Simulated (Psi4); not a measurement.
Reaction (SMILES): FC(F)(F)F + 4 [H][H] (H2) → C (CH4) + 4 F (HF)
B3LYP-D3(BJ)/def2-TZVP geometries, fixed; electronic energies without zero-point terms.
Largest species:
```xyz
5

C      0.0000     0.0000     0.0000
F      0.7629     0.7657     0.7682
F     -0.7843    -0.7493     0.7628
F     -0.7467     0.7653    -0.7843
F      0.7680    -0.7817    -0.7466
```
Charge 0, spin multiplicity 1.

Effect of the treatment of two-electron integrals at MP2/aug-cc-pVTZ with Psi4, against the last row, where the energy of full hydrogenation is -74.36 kcal/mol. Cores are frozen.

```csv
setting,largest shift of a total energy (mEh),shift of the energy of full hydrogenation (kcal/mol)
scf_type: df,0.326,-0.031
scf_type: cd,0.069,-0.008
scf_type: pk,0.000,0.000
```

Within 0.02 kcal/mol in the energy of full hydrogenation: scf_type: cd. The largest shift is 0.326 mEh in a total energy and 0.031 kcal/mol in the difference.
